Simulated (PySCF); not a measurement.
## Basis-set dependence of population analyses: `P[BH2-][PH3+]`

Compound: BH7P2.
Structure used (PBE0-D3(BJ)/def2-SVP), in Å, numbered top down from 1:
```
atom  x, y, z in Å
P1     1.6971    0.6692    0.5571
B2     0.3179   -0.6160   -0.0513
P3    -1.3509    0.0600    0.6374
H4     2.8128   -0.0980    0.1084
H5     1.7096    1.5315   -0.5836
H6     0.1309   -0.7499   -1.2478
H7     0.4289   -1.6717    0.5534
H8    -2.5258   -0.6928    0.3907
H9    -1.7788    1.3387    0.2017
H10   -1.4322    0.2339    2.0399
```

PBE0 throughout (PySCF), one geometry, spherical d and f functions. One conformer (not necessarily the lowest) at the PBE0-D3(BJ)/def2-SVP geometry, without solvent, vibrations or thermal averaging. Atoms taken as equivalent share a column and are averaged.

Mulliken charges (e):

```json
{"basis": "STO-3G", "functions": "30", "P1": "+0.137", "B2": "-0.228", "P3": "+0.477", "H4/H5": "-0.102", "H6/H7": "-0.082", "H8/H9/H10": "-0.006"}
{"basis": "6-31G", "functions": "49", "P1": "-0.059", "B2": "-0.368", "P3": "+0.246", "H4/H5": "-0.002", "H6/H7": "+0.015", "H8/H9/H10": "+0.051"}
{"basis": "pcSseg-0", "functions": "49", "P1": "-0.248", "B2": "-0.565", "P3": "-0.092", "H4/H5": "+0.076", "H6/H7": "+0.140", "H8/H9/H10": "+0.158"}
{"basis": "6-31G*", "functions": "64", "P1": "-0.158", "B2": "-0.340", "P3": "+0.160", "H4/H5": "+0.033", "H6/H7": "+0.023", "H8/H9/H10": "+0.075"}
{"basis": "cc-pVDZ", "functions": "85", "P1": "-0.119", "B2": "-0.330", "P3": "+0.206", "H4/H5": "+0.016", "H6/H7": "+0.001", "H8/H9/H10": "+0.070"}
{"basis": "def2-SVP", "functions": "85", "P1": "-0.085", "B2": "-0.314", "P3": "+0.238", "H4/H5": "-0.006", "H6/H7": "+0.014", "H8/H9/H10": "+0.048"}
{"basis": "6-311+G(2d,p)", "functions": "139", "P1": "-0.210", "B2": "-0.423", "P3": "+0.165", "H4/H5": "+0.059", "H6/H7": "+0.032", "H8/H9/H10": "+0.095"}
{"basis": "aug-cc-pVDZ", "functions": "140", "P1": "-0.944", "B2": "-1.339", "P3": "-0.912", "H4/H5": "+0.369", "H6/H7": "+0.669", "H8/H9/H10": "+0.374"}
{"basis": "def2-TZVP", "functions": "147", "P1": "-0.275", "B2": "-0.283", "P3": "+0.072", "H4/H5": "+0.062", "H6/H7": "+0.015", "H8/H9/H10": "+0.111"}
{"basis": "IGLO-III", "functions": "193", "P1": "+0.055", "B2": "-0.217", "P3": "+0.535", "H4/H5": "-0.082", "H6/H7": "-0.035", "H8/H9/H10": "-0.047"}
{"basis": "cc-pVTZ", "functions": "196", "P1": "-0.171", "B2": "-0.363", "P3": "+0.192", "H4/H5": "+0.024", "H6/H7": "+0.035", "H8/H9/H10": "+0.074"}
```

IAO charges (e):

```csv
basis,functions,P1,B2,P3,H4/H5,H6/H7,H8/H9/H10
STO-3G,30,+0.106,-0.544,+0.568,-0.065,-0.018,+0.012
6-31G,49,-0.077,-0.568,+0.457,+0.006,+0.023,+0.043
pcSseg-0,49,-0.085,-0.589,+0.419,+0.013,+0.028,+0.058
6-31G*,64,-0.013,-0.597,+0.581,-0.015,+0.022,+0.005
cc-pVDZ,85,-0.014,-0.612,+0.579,-0.012,+0.024,+0.008
def2-SVP,85,-0.006,-0.611,+0.593,-0.016,+0.021,+0.004
"6-311+G(2d,p)",139,-0.005,-0.627,+0.606,-0.014,+0.026,+0.001
aug-cc-pVDZ,140,-0.026,-0.613,+0.577,-0.008,+0.024,+0.010
def2-TZVP,147,-0.002,-0.629,+0.610,-0.015,+0.026,0.000
IGLO-III,193,+0.002,-0.629,+0.608,-0.016,+0.026,0.000
cc-pVTZ,196,-0.011,-0.624,+0.595,-0.012,+0.026,+0.004
```

Some averages cover members that differ in this geometry, most widely: H8/H9/H10, Mulliken in aug-cc-pVDZ +0.358 to +0.403; H6/H7, Mulliken in pcSseg-0 +0.126 to +0.154; H4/H5, Mulliken in pcSseg-0 +0.062 to +0.089 e.

Task: Which scheme is steadiest as the basis changes?

Result: Largest range over the bases for any column: IAO 0.19 e, Mulliken 1.45 e. IAO charges move least and Mulliken charges most, counted in e. Without the minimal STO-3G basis the ranges are IAO 0.19, Mulliken 1.45 e.

Task: How much do the charges still move between the two largest bases, IGLO-III and cc-pVTZ?

Result: At most, over all atoms: Mulliken 0.343 e, IAO 0.014 e.

Task: What do the same runs give for the total energy, the frontier levels and the dipole moment?

Result: 
```tsv
basis	energy (Eh)	HOMO (eV)	LUMO (eV)	μ (D)
STO-3G	-703.4170	-2.85	5.70	5.51
6-31G	-711.3123	-6.13	0.54	4.77
pcSseg-0	-710.5420	-6.25	0.30	4.91
6-31G*	-711.3892	-6.27	0.30	4.37
cc-pVDZ	-711.4355	-6.28	0.21	4.33
def2-SVP	-711.2049	-6.30	0.25	4.41
6-311+G(2d,p)	-711.4664	-6.46	-0.48	4.25
aug-cc-pVDZ	-711.4408	-6.44	-0.60	4.26
def2-TZVP	-711.4704	-6.44	-0.11	4.21
IGLO-III	-711.4716	-6.39	-0.06	4.21
cc-pVTZ	-711.4763	-6.43	-0.05	4.24
```

The dipole is fixed by the density alone, so its range of 1.30 D shows that the density itself changes with the basis, not only its division among atoms.
